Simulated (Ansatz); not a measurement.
**H₂SO₂ (SMILES OSO): single points off equilibrium**

One table from this session's results is given with a row withheld; the runs are named, their logs left out.

Program: Ansatz 0.2.0, Gaussian basis. Level of theory: single points in def2-TZVPP. These are calculated values, not measurements.

Correlated methods freeze the cores.

## The system as given

SMILES `OSO`, 5 atoms, charge 0, spin multiplicity 1.

Atoms are counted from 1 here; the program's logs count them from 0.

Bond lengths: O1–S2 1.643 Å, O1–H4 1.197 Å, S2–O3 1.631 Å, O3–H5 0.780 Å. Angles: S2–O1–H4 107.0°, O1–S2–O3 102.4°, S2–O3–H5 109.5°.

As a file:

```tsv
atom	x (Å)	y (Å)	z (Å)
O1	-1.1951	0.1782	-0.5628
S2	-0.2998	-0.7138	0.4871
O3	0.8446	0.3471	0.9615
H4	-0.6116	0.1786	-1.6085
H5	1.5355	0.1331	0.6692
```

Set-up of the first run:

Contents of run/in.yaml:

```yaml
crystal:
  periodic: [false, false, false]
  atoms:
    - {symbol: O, position_ang: [-1.195100, 0.178200, -0.562800]}
    - {symbol: S, position_ang: [-0.299800, -0.713800, 0.487100]}
    - {symbol: O, position_ang: [0.844600, 0.347100, 0.961500]}
    - {symbol: H, position_ang: [-0.611600, 0.178600, -1.608500]}
    - {symbol: H, position_ang: [1.535500, 0.133100, 0.669200]}
basis:
  gaussian: {orbitals: def2-TZVPP}
correlation: {method: ccsd_t}
output: {forces: true}
```

The command line of these runs was not kept.

Among the steps run: CCSD(T)/def2-TZVPP; PBE0-D4/def2-TZVPP; wB97M-V/def2-TZVPP; r2SCAN-D4/def2-TZVPP; PBE-D4/def2-TZVPP; r2SCANh-D4/def2-TZVPP; revPBE-D4/def2-TZVPP.

One table of the session follows, with a row left open; its other results are not shown here.

| method | RMS force component (eV/Å) | angle to CCSD(T) forces (°) | dipole (D) |
| --- | --- | --- | --- |
| CCSD(T) | 6.982 | reference | 2.84 |
| PBE0-D4 | 6.999 | 1.7 | 2.89 |
| wB97M-V | 6.985 | 1.3 | 2.90 |
| r2SCAN-D4 | 6.952 | 0.9 | 2.85 |
| PBE-D4 | 7.065 | 2.3 | 2.77 |
| r2SCANh-D4 | ? | ? | ? |
| revPBE-D4 | 7.049 | 2.9 | 2.74 |

Estimate the missing values for r2SCANh-D4.

The run gave: RMS force component (eV/Å): 6.940; angle to CCSD(T) forces (°): 1.3; dipole (D): 2.88. In the column «RMS force component (eV/Å)» it is the lowest.
